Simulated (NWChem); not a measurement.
Molecule: LiF; SMILES [F][Li]

Program: NWChem. Pople sets run with spherical d functions. All runs use the structure optimised with PBE0/def2-SVP. Total energies compare along this basis series because the functional is fixed.

| level | basis functions | energy (Ha) | highest occupied level (eV) | orbital gap (eV) | dipole (D) |
|---|---|---|---|---|---|
| B3LYP/STO-3G | 10 | -105.8272 | -5.43 | 4.90 | 2.51 |
| B3LYP/3-21G | 18 | -106.8276 | -6.88 | 5.30 | 4.89 |
| B3LYP/6-31G* | 28 | -107.4166 | -7.25 | 5.92 | 5.52 |
| B3LYP/6-31+G* | 36 | -107.4332 | -7.76 | 6.32 | 6.19 |
| B3LYP/6-311G** | 36 | -107.4581 | -7.46 | 6.08 | 5.65 |
| B3LYP/6-311++G** | 44 | -107.4674 | -7.84 | 6.47 | 6.14 |
| B3LYP/def2-TZVPD | 57 | -107.4798 | -7.81 | 6.48 | 6.07 |
| B3LYP/def2-QZVP | 92 | -107.4850 | -7.79 | 6.43 | ___ |

Fill in the missing entries.


- B3LYP/def2-QZVP, dipole (D): 5.99
